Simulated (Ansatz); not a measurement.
A made-up structure of C$_{2}$H$_{3}$Si (charge -1), singlet:

```xyz
6
angstrom
C -1.5926 -0.9917 -0.7372
Si 1.1473 0.3852 0.6101
C -0.3318 -0.0488 -0.1893
H -2.4382 -0.6549 -1.3356
H 2.3641 0.4950 -0.1137
H 1.1347 0.9817 1.8987
```

It is relaxed with PBE-D4/def2-SVPD and then PBE0-D4/def2-TZVPD (Ansatz 0.2.0). Atoms count as bonded within 1.22 times the sum of their covalent radii (H–H: 0.88 Å). The end point is not checked to be a true minimum.

(1) Does its bonding change? (Judge from chemistry; the calculation decides.)

## Answers

(1) The calculation gives: No: no bond forms or breaks.

Where it ends: The first stage lowers the energy by 3.56 eV in 12 steps. It ends as C₂H₃Si ([CH][C][SiH2]), total charge -1:
```xyz
6
angstrom
C -1.3720 -0.4827 -0.7235
Si 1.2933 -0.1484 0.8278
C -0.3268 -0.2576 -0.1379
H -2.2853 -0.6720 -1.2369
H 2.0657 0.6351 -0.2429
H 0.9088 1.0920 1.6464
```

Labels in which every atom is bracketed show which atoms are joined, not bond orders.

For scale, one of the runs: PBE0-D4/def2-TZVPD relaxation, 144 basis functions, launched by `ansatz run in.yaml --threads 2 --pin off --events-out ev --progress --plain --max-ram 4352MiB`. The run took about 21 s on 2 CPU threads of an Arm Neoverse V1 (shared host).
